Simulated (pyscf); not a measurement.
•H₂Si–SiH₂–SiH₃ (SMILES [SiH2][SiH2][SiH3]) + H₂ (SMILES [H][H]) → H₃Si–SiH₂–SiH₃ (SMILES [SiH3][SiH2][SiH3]) + H• (SMILES [H]) (hydrogen abstraction; doublet surface; H–H broken, H–Si formed). Optimised with ωB97X-D3(BJ)/def2-SVP in PySCF. Energies in kcal/mol from the separated reactants.

```csv
level,barrier,reaction energy
PBE/def2-TZVP,17.1,+17.5
B3LYP-D3(BJ)/def2-TZVP,18.3,+18.7
PBE0-D3(BJ)/def2-TZVP,(withheld),+16.1
M06-2X/def2-TZVP,22.5,+18.0
ωB97M-D3(BJ)/def2-TZVP,(withheld),(withheld)
HF/def2-TZVP,21.4,+10.1
```

Question: Some entries are withheld; supply them.

Answer: 
- PBE0-D3(BJ)/def2-TZVP, barrier: 17.3
- ωB97M-D3(BJ)/def2-TZVP, barrier: 19.2
- ωB97M-D3(BJ)/def2-TZVP, reaction energy: +15.2

At PBE, B3LYP-D3(BJ) this geometry lies under the product side: in single points on another level's saddle the reverse barrier vanishes, and the forward threshold there is about the reaction energy. This is the saddle that the search found; another between the same sides may lie lower. The angle at the transferred H is 177°.
